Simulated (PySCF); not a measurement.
These are PBE-D3(BJ)/def2-TZVP // B3LYP-D3(BJ)/def2-TZVP (PySCF 2.14.0) values and carry that method's errors. Isolated molecules, 0 K electronic values unless said otherwise. 

Reference species (SMILES): `[C]#N` (neutral, multiplicity 2).

```
Quantity                          Value
-----------------------------  --------
highest occupied spin orbital  -9.41 eV
```

Changed species: `C[O]` (radical fragment; the reference has radical fragment).

Q: What does the change do to the highest occupied spin orbital?

A: the highest occupied spin orbital increases by 3.48 eV, to -5.93 eV.
